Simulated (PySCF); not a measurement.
# Assigning NMR signals

Structure with atom numbers: `[N:1]#[C:2][c:3]1[cH:4][cH:5][cH:6][cH:7][cH:8]1` (H(Xn): hydrogen on atom n).

- coordinates at the PBE0-D3(BJ)/def2-TZVP level
- σ from GIAO-B97-2/pcSseg-2
- run in PySCF 2.14
- relativity neglected, no solvent model, a single conformation, one averaged value for each set of equivalent atoms

References, each an isolated molecule treated in the same way: TMS for ¹³C (σref 185.38) and ¹H (σref 31.64).

Question: Assign these signals to the numbered atoms. ¹³C{¹H} NMR (computed): δ 140.6 (CH), 138.6 (CH), 135.4 (CH), 125.3 (C), 120.4 (C).

Answer: 
140.6 → C4/C8, aromatic CH
138.6 → C6, aromatic CH: the aromatic region
135.4 → C5/C7, aromatic CH
125.3 → C2, nitrile carbon: typical of a nitrile
120.4 → C3, substituted aromatic carbon

Question: Assign these signals to the numbered atoms. ¹H NMR (400 MHz, computed): δ 7.94 (d, 2H), 7.79 (m, 1H), 7.71 (m, 2H).

Answer: 
```tsv
δ (ppm)	atoms	environment	reason
7.94	H(C4)/H(C8)	hydrogen on an aromatic CH	the ring current deshields protons in the ring plane
7.79	H(C6)	hydrogen on an aromatic CH	–
7.71	H(C5)/H(C7)	hydrogen on an aromatic CH	–
```

H(C6) and H(C5)/H(C7) lie closer than the usual error of such a calculation, so a measured spectrum could show them in the other order.

Shifts are as computed. Against solution values, carbons near 30 ppm lie about +3 ppm off and those near 130 ppm about +7 ppm. Of 1211 compounds with measured shifts, 218 miss one by over three times the rms of a fit or turn the order of signals round; such compounds aren't used in these exercises. Multiplicities follow the n + 1 count of equivalent neighbours, as no J values were calculated; m marks all less simple cases, F and P coupling included.
